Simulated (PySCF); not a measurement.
CHO, SMILES [CH]=O (connectivity only; charge and spin as stated), charge +1, multiplicity 1.

Coordinates come from a B3LYP-D3(BJ)/def2-TZVPD optimisation. The isomer is the one that the SMILES or the coordinates give; other isomers of the formula were not compared.

Lowest vertical singlet excitation by several levels in PySCF, with rough processor times relative to the cheapest run on one machine. Each run also gave further roots (ADC and EOM-CCSD ionised and attached states too); roots are paired by order and the bases differ. EOM-CCSD serves as a yardstick, not as the true value; all levels that ended soundly for this molecule are listed, with differences from unrounded values.

```
level                     relative cost  S1 (eV)  S1 minus EOM-CCSD (eV)
------------------------  -------------  -------  ----------------------
TDA-CAM-B3LYP/def2-TZVPD              1     9.50                   -0.60
EOM-CCSD/aug-cc-pVDZ                  1    10.10                    0.00
TDA-M06-2X/def2-TZVPD                 3     8.88                   -1.22
ADC(3)/aug-cc-pVDZ                    5     9.74                   -0.36
```

Task: Which is the cheapest level here that lands within 0.2 eV of EOM-CCSD?

Result: No cheaper level does; only EOM-CCSD itself.
